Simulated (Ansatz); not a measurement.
# N2 (nitrogen) at 6 levels

Aim: a comparison of 6 runs (BLYP/STO-3G, PBE/STO-3G, UB3LYP/STO-3G, wB97X/STO-3G, MP2/STO-3G, FCI/STO-3G) of N2 (nitrogen). 

Program for the calculation: Ansatz 0.2.0.

29 further runs of the same task are left out: 15 that didn't finish, 14 set aside as unsound or not needed.

### Step 1. The molecule

N2 has 2 atoms, charge 0, and is taken as a singlet. SMILES: `N#N`. The N2–N1 distance was set to 1.362 Å, away from the relaxed value.

Bond lengths: N1–N2 1.362 Å.

### Step 2. The energy at BLYP/STO-3G (run 1)

Contents of molecule.yaml:

```yaml
crystal:
  periodic: [false, false, false]
  atoms:
    - {symbol: "N", position_ang: [0.698209, -0.225437, 0.359679]}
    - {symbol: N, position_ang: [-0.465500, 0.150300, -0.239800]}
basis:
  gaussian:
    orbitals: STO-3G
hamiltonian:
  xc: {name: BLYP}
accuracy: high
```

Command:

```
$ ansatz run molecule.yaml --threads 1 --pin off --max-ram 2610MiB --events-out events.jsonl --progress --plain --runs-dir runs
```

Standard output:

```text
Warning: RAYON_NUM_THREADS=1 ignored (pool sized by the plan → 1); use --threads N
Functional definition: BLYP
  name "BLYP"
  parameter beta = 0.0042
  parameter a = 0.04918
  parameter b = 0.132
  parameter c = 0.2533
  parameter d = 0.349
  exchange = b88_x(beta = beta)
  correlation = lyp_c(a = a, b = b, c = c, d = d)
149 factors; integrals over basis functions are off by at most 1.1e-8 eV
mean field evaluation 1: about -2938.7091 eV, gradient 5.1e0 eV
mean field evaluation 2: about -2938.8195 eV, gradient 1.1e0 eV
mean field evaluation 4: about -2938.7488 eV, gradient 2.6e-1 eV
mean field evaluation 8: about -2938.7491 eV, gradient 1.1e-3 eV
mean field -2938.74913370 eV, -107.9970387078 hartree, gradient 2.1e-8 eV, S^2 0.000000; 0 other end points of the search recorded, 0 dependent functions left out
reference -2938.74915586 eV, -107.9970395222 hartree; 7, 7 occupied and 3, 3 virtual orbitals, 149 factors
Total energy: -2938.74915586 eV, -107.9970395222 hartree
```

Run time: 0.26 s. Hardware: 1 thread of Intel Xeon Platinum 8375C at 2.90GHz (Ice Lake), shared host.

### Step 3. The energy at PBE/STO-3G (run 2)

Contents of job.yaml:

```yaml
crystal:
  periodic: [false, false, false]
  atoms:
    - symbol: "N"
      position_ang: [0.698209, -0.225437, 0.359679]
    - symbol: N
      position_ang: [-0.465500, 0.150300, -0.239800]
basis:
  gaussian:
    orbitals: STO-3G
total_charge: 0
accuracy: high
hamiltonian:
  xc: pbe
```

Command:

```
$ ansatz run job.yaml --threads 1 --pin off --max-ram 2610MiB --events-out events.jsonl --progress --plain --runs-dir runs
```

Standard output:

```text
Warning: RAYON_NUM_THREADS=1 ignored (pool sized by the plan → 1); use --threads N
Functional definition: PBE
  name "PBE"
  parameter kappa = 0.804
  parameter beta = 0.06672455060314922
  exchange = pbe_x(kappa = kappa, mu = beta*pi^2/3)
  correlation = pbe_c(beta = beta)
149 factors; integrals over basis functions are off by at most 1.1e-8 eV
mean field evaluation 1: about -2936.3616 eV, gradient 5.2e0 eV
mean field evaluation 2: about -2936.4766 eV, gradient 1.2e0 eV
mean field evaluation 4: about -2936.4061 eV, gradient 2.6e-1 eV
mean field evaluation 8: about -2936.4064 eV, gradient 1.1e-3 eV
mean field -2936.40636583 eV, -107.9109435767 hartree, gradient 2.6e-8 eV, S^2 0.000000; 0 other end points of the search recorded, 0 dependent functions left out
reference -2936.40636671 eV, -107.9109436089 hartree; 7, 7 occupied and 3, 3 virtual orbitals, 149 factors
Total energy: -2936.40636671 eV, -107.9109436089 hartree
```

Wall time 0.26 s (1 thread of Intel Xeon Platinum 8375C at 2.90GHz (Ice Lake), shared host).

Runs 3 to 5 aren't shown in full; the table further down has their settings and results.

### Step 4. A single-point energy at FCI/STO-3G (run 6)

Contents of in.yaml:

```yaml
crystal:
  periodic: [false, false, false]
  atoms:
    - {symbol: N, position_ang: [0.698209, -0.225437, 0.359679]}
    - {symbol: N, position_ang: [-0.465500, 0.150300, -0.239800]}
basis:
  gaussian:
    orbitals: STO-3G
correlation:
  method: fci
  frozen_orbitals: {"N": 1}
accuracy: high
```

Command:

```
$ ansatz run in.yaml --threads 1 --pin off --max-ram 2610MiB --events-out events.jsonl --progress --plain --runs-dir runs
```

Standard output:

```text
Warning: RAYON_NUM_THREADS=1 ignored (pool sized by the plan → 1); use --threads N
Functional definition: HF
  name "HF"
  exchange = exact_x
  correlation = 0
149 factors; integrals over basis functions are off by at most 1.1e-8 eV
mean field evaluation 1: about -2922.1907 eV, gradient 2.4e0 eV
mean field evaluation 2: about -2922.1853 eV, gradient 2.3e0 eV
mean field evaluation 4: about -2922.1878 eV, gradient 1.8e-1 eV
mean field evaluation 8: about -2922.1879 eV, gradient 1.3e-8 eV
mean field -2922.18786750 eV, -107.3884234005 hartree, gradient 7.9e-9 eV, S^2 0.000000; 0 other end points of the search recorded, 0 dependent functions left out; unrestricted orbitals would lower it
mean field evaluation 16: about -2924.5321 eV, gradient 3.5e0 eV
unrestricted determinant -2924.77969489 eV, -107.4836713004 hartree, S^2 1.4056
2 core orbitals not correlated: weight in the atoms' cores, before any rotation towards them, 1.000 or more for the frozen orbitals, at most 0.000 for the correlated occupied ones
reference -2922.18786750 eV, -107.3884234005 hartree; 5, 5 occupied and 3, 3 virtual orbitals, 149 factors
state -2928.97756918 eV, -107.6379403351 hartree
Total energy: -2928.97756918 eV, -107.6379403351 hartree
```

It took 0.12 s on 1 thread of Intel Xeon Platinum 8375C at 2.90GHz (Ice Lake), shared host.

### Step 5. All runs side by side

| run | level | frozen core orbitals | energy (Eh) | wall time |
| --- | --- | --- | --- | --- |
| 1 | BLYP/STO-3G | – | -107.997040 | 0.26 s |
| 2 | PBE/STO-3G | – | -107.910944 | 0.26 s |
| 3 | UB3LYP/STO-3G | – | -108.003254 | 0.48 s |
| 4 | wB97X/STO-3G | – | -107.989291 | 1.1 s |
| 5 | MP2/STO-3G | 2 | -107.669206 | 0.06 s |
| 6 | FCI/STO-3G | 2 | -107.637940 | 0.12 s |

### Step 6. Outcome

| quantity | value |
| --- | --- |
| run 6: total energy | -107.63794 Eh |
| run 6: correlation energy (2 core orbitals frozen) | -249.5 mEh |

What this shows: Against full CI in this basis: MP2 -31.3 mEh. Totals of different functionals can't be ranked against each other. In run 5 the log says that unrestricted orbitals would lower the reference, so the values rest on an unstable closed-shell determinant (other closed-shell runs at this shape may share the fault). In runs 1, 2, 3, 4, 5, 6 the basis is minimal, so the values are rough. All runs together took 2.3 s, the longest 1.1 s.
